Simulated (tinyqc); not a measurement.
Coupled-perturbed Hartree-Fock on RHF in the sto-3g basis, for OH-, spin multiplicity 1, step by step. The basis has no diffuse functions, so it cannot describe the extra electron: this is an exercise in the method, not the real anion. One step of it, computed by the program tinyqc.

Problem. Coupled step 2. U_ai = -(mu_ai + sum_bj [4 (ai|bj) - (ab|ij) - (aj|bi)] U_bj) / (e_a - e_i); alpha = -4 sum U_ai mu_ai.

U after step 1:
```
,i1,i2,i3,i4,i5
a6,-0.000426,-0.122572,1.374622,0.000000,0.000000
```

dipole integrals <a|z|i> (bohr):
```
,i1,i2,i3,i4,i5
a6,0.058525,0.099120,-1.193368,0.000000,0.000000
```

orbital energies (hartree): MO1 -19.480877, MO2 -0.581079, MO3 0.080864, MO4 0.197904, MO5 0.197904, MO6 1.008217

Two-electron integrals over orbitals (pq|rs), unique and non-zero (hartree):
```
p,q,r,s,(pq|rs)
1,1,1,1,4.747411
2,1,1,1,-0.450174
2,1,2,1,0.066960
2,2,1,1,1.054013
2,2,2,1,-0.018584
2,2,2,2,0.740066
3,1,1,1,0.145410
3,1,2,1,-0.021542
3,1,2,2,0.007462
3,1,3,1,0.013866
3,2,1,1,-0.177724
3,2,2,1,0.006329
3,2,2,2,-0.065187
3,2,3,1,0.009362
3,2,3,2,0.120675
3,3,1,1,0.682587
3,3,2,1,-0.005744
3,3,2,2,0.567145
3,3,3,1,-0.000489
3,3,3,2,0.021484
3,3,3,3,0.616681
4,1,4,1,0.025948
4,2,4,1,0.034430
4,2,4,2,0.159060
4,3,4,1,-0.010206
4,3,4,2,-0.041330
4,3,4,3,0.029335
4,4,1,1,1.115353
4,4,2,1,-0.013143
4,4,2,2,0.770989
4,4,3,1,0.004276
4,4,3,2,-0.097480
4,4,3,3,0.547418
4,4,4,4,0.880159
5,1,5,1,0.025948
5,2,5,1,0.034430
5,2,5,2,0.159060
5,3,5,1,-0.010206
5,3,5,2,-0.041330
5,3,5,3,0.029335
5,4,5,4,0.047444
5,5,1,1,1.115353
5,5,2,1,-0.013143
5,5,2,2,0.770989
5,5,3,1,0.004276
5,5,3,2,-0.097480
5,5,3,3,0.547418
5,5,4,4,0.785270
5,5,5,5,0.880159
6,1,1,1,-0.112399
6,1,2,1,0.017123
6,1,2,2,-0.002509
6,1,3,1,0.006581
6,1,3,2,0.020841
6,1,3,3,-0.005219
6,1,4,4,-0.003184
6,1,5,5,-0.003184
6,1,6,1,0.025489
6,2,1,1,0.150556
6,2,2,1,-0.004236
6,2,2,2,0.079183
6,2,3,1,0.016095
6,2,3,2,0.051925
6,2,3,3,0.000904
6,2,4,4,0.083053
6,2,5,5,0.083053
6,2,6,1,0.023607
6,2,6,2,0.111171
6,3,1,1,0.307221
6,3,2,1,-0.004679
6,3,2,2,0.155209
6,3,3,1,-0.002515
6,3,3,2,-0.108962
6,3,3,3,-0.009695
6,3,4,4,0.179159
6,3,5,5,0.179159
6,3,6,1,-0.008717
6,3,6,2,0.020551
6,3,6,3,0.183877
6,4,4,1,0.007517
6,4,4,2,0.030681
6,4,4,3,0.014402
6,4,6,4,0.037973
6,5,5,1,0.007517
6,5,5,2,0.030681
6,5,5,3,0.014402
6,5,6,5,0.037973
6,6,1,1,0.943024
6,6,2,1,-0.011582
6,6,2,2,0.674993
6,6,3,1,0.010469
6,6,3,2,0.003666
6,6,3,3,0.612151
6,6,4,4,0.669409
6,6,5,5,0.669409
6,6,6,1,0.008671
6,6,6,2,0.078077
6,6,6,3,0.075519
6,6,6,6,0.707745
```

Give: U after step 2; polarisability.

Solution.

U after step 2:
```
,i1,i2,i3,i4,i5
a6,0.000,-0.139,1.384,0.000,0.000
```

polarisability = 6.663 bohr^3
